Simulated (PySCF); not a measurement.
CCl and its ions

UHF-CCSD(T); PySCF, no relativity, basis sets C aug-pcseg-1, Cl aug-pcseg-1. Neutral (UHF): doublet (π ↑), Re = 1.685 Å, ωe = 842 cm⁻¹, De = 3.63 eV.

CCl⁻ (UHF): triplet (π ↑↑), Re = 1.954 Å, ωe = 415 cm⁻¹, De = 1.34 eV to C + Cl⁻. The energies at the minima are -497.44728 hartree for CCl and -497.49005 for CCl⁻.

(1) Work out the adiabatic electron affinity, without and with harmonic zero-point energies (1 hartree = 27.2114 eV, 1 eV = 8065.5 cm⁻¹), and the change of the bond length.

Correlated steps freeze 6 core orbitals. Correlated levels converge slowly with the basis: in double zeta they bind strong bonds too weakly, by up to about 1 eV, and carry superposition errors of some tenths. For an ion De counts to the pair picked by the measured ionisation energies or electron affinities, which need not be the lowest pair at this level. States were picked by a PBE0 search and need not be the measured ground states.

Answers

(1) At UHF-CCSD(T): 0.04277 hartree = 1.164 eV between the minima; the zero-point term (842.0 − 415.0)/2 cm⁻¹ = +0.026 eV makes it 1.190 eV. Re changes by +26.9 pm against the neutral. The electron enters a π orbital, and the ion is left as a loose complex of an ion and an atom.
